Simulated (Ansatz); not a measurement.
# Active spaces for C₃H₃NS, singlet

Program: Ansatz, Gaussian basis, development build; CASPT2, NEVPT3, NEVPT4(SD) by development code. Basis cc-pV(T+d)Z on S, cc-pVTZ on C/N/H, nonrelativistic, 9 orbitals frozen in the corrections. State-specific CASSCF; RHF is the lowest restricted (open-shell) Hartree–Fock solution met. Letters tell apart solutions met in one space. Solutions may break the symmetry of the shape. Lower solutions, or ones in other orbitals, may exist.

Geometry:

```xyz
8

S     0.0000    0.0091    1.1821
C     0.0000    1.1969   -0.0686
C     0.0000   -1.2158   -0.0129
N     0.0000    0.7237   -1.2958
C     0.0000   -0.6474   -1.2627
H     0.0000    2.2542    0.1684
H     0.0000   -2.2654    0.2474
H     0.0000   -1.2020   -2.1939
```

CASSCF less RHF, in eV, and natural occupations:

| CAS | CASSCF | occupations |
| --- | --- | --- |
| (6,5) a | -1.608 | 2.00, 1.98, 1.94, 0.06, 0.02 |
| (6,5) b | -1.484 | 1.99, 1.94, 1.91, 0.09, 0.07 |

Task: What totals less RHF do the corrections give on each solution?

Result: 

```csv
CAS,SC-NEVPT2,FIC-NEVPT2,NEVPT3,NEVPT4(SD),CASPT2 (IPEA 0)
"(6,5) a",-22.367,-22.455,-23.513,-24.362,-22.979
"(6,5) b",-23.026,-23.056,-23.629,-24.428,-23.056
```

Task: In CAS(6,5), is the solution lowest in CASSCF also lowest after SC-NEVPT2?

Result: No: (6,5) b is lowest after SC-NEVPT2, 0.66 eV under (6,5) a, which leads in CASSCF.

Task: Roughly how much CPU time does a whole run from the default start take (median of such runs, summed over threads; nearly all runs on one pinned thread of a shared server, mostly Xeon at 2.3 to 2.6 GHz, by a development driver)?

Result: CAS(6,5) a: about 88 s. Other jobs ran beside these, and the count of passes differs.
